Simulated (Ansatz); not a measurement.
# A substitution series on C: H to Cl

Gas-phase molecules. On one C centre that keeps CH3, n of the H ligands are replaced by Cl. The mean C–H bond length y in Å at PBE0-D4/def2-TZVP. The shapes are optimised at that level. Programs: Ansatz 0.2.0.

```
molecule  n  y (Å)
    C2H6  0  1.093
  C2H5Cl  1      ?
 C2H4Cl2  2  1.091
 C2H3Cl3  3  1.090
```

**Question.** Fit y = c + s·n to the known rows and predict C2H5Cl.

**Answer.** 
1. Means of the 3 rows: n = 1.66667, y = 1.0913.
2. Σ(Δn)² = 4.6667, Σ(Δn·Δy) = -0.0046667, so the slope is -0.0046667/4.6667 = -0.001.
3. Intercept: 1.0913 − (-0.001) × 1.66667 = 1.0930. The largest residual of the fit is 0.0000.
4. C2H5Cl: 1.0930 + (-0.001) × 1 = 1.092 Å.

The run gave 1.092 Å, so the prediction is off by 0.000 Å: they agree to the digits shown. The steps are nearly additive. Electronegative ligands draw the centre's p character, so the other bonds gain s character and shorten.
